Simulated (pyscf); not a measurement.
# Four-centre exchange: `[OH][Si]([OH])([F])[F]` + `[NH3]` -> `[NH2][Si]([OH])([OH])[F]` + `[FH]`

Gas phase, singlet surface, charge 0. Bonds broken: Si2–F4, N8–H9. Bonds formed: Si2–N8, F4–H9. Optimised with ωB97X-D3(BJ)/def2-SVP in PySCF.

Transition state (Å):

```xyz
11

O      0.3040     0.7694     1.2820
Si    -0.8423    -0.0082     0.3646
O      0.0712    -0.9926    -0.5838
F     -2.3316    -0.5545    -1.0988
F     -1.8664    -0.6615     1.4298
H      1.0665     0.2331     1.5227
H     -0.4969    -1.4550    -1.2154
N     -1.6671     1.4709    -0.3324
H     -2.2628     0.6464    -1.0017
H     -1.0367     2.1373    -0.7783
H     -2.2372     1.9649     0.3555
```

One imaginary mode, 708i cm⁻¹; descent along it reached the two sides named, in the forms told below.

```json
[
 {"bond": "Si2–F4", "change": "breaks", "reactant side (Å)": "1.646", "saddle": "2.158", "product side": "3.1"},
 {"bond": "N8–H9", "change": "breaks", "reactant side (Å)": "1.021", "saddle": "1.218", "product side": "1.704"},
 {"bond": "Si2–N8", "change": "forms", "reactant side (Å)": "2.089", "saddle": "1.831", "product side": "1.749"},
 {"bond": "F4–H9", "change": "forms", "reactant side (Å)": "2.470", "saddle": "1.207", "product side": "0.962"}
]
```

Electronic energies relative to the separated reactants (kcal/mol):

```csv
level,barrier,reaction energy,reverse barrier
ωB97X-D3(BJ)/def2-TZVP,23.0,+19.0,4.0
PBE/def2-TZVP,20.1,+20.0,0.0
r²SCAN/def2-TZVP,21.9,+21.2,0.7
B3LYP-D3(BJ)/def2-TZVP,24.2,+20.2,4.0
PBE0-D3(BJ)/def2-TZVP,21.2,+18.8,2.3
M06-2X/def2-TZVP,24.4,+19.6,4.9
ωB97M-D3(BJ)/def2-TZVP,23.7,+19.7,4.0
HF/def2-TZVP,42.8,+22.5,20.4
```

With ωB97M-D3(BJ)/def2-TZVP energies and thermal terms (ideal gas, 1 atm, RRHO with modes under 100 cm⁻¹ raised to 100, one conformer, R ln 2 for rigid chiral ones), in kcal/mol:

```tsv
T (K)	ΔH‡	ΔG‡	ΔH	ΔG
298	23.1	35.2	+19.0	+19.8
600	23.0	47.6	+19.8	+20.2
900	23.6	59.8	+20.5	+20.2
1200	24.3	71.8	+21.0	+20.0
```

On the reactant side the descent ends in an adduct with a N–Si contact (not fully relaxed), 8.4 kcal/mol under the separated species and 31.5 kcal/mol under the saddle at ωB97X-D3(BJ)/def2-TZVP. On the product side the descent ends in a bound adduct, 12.5 kcal/mol under the separated species and 16.5 kcal/mol under the saddle at ωB97X-D3(BJ)/def2-TZVP. What is counted as formed (N–Si) is already present as a longer contact in the reactant adduct; forming that adduct is a step of its own. One saddle was located; it need not be the lowest between these sides.
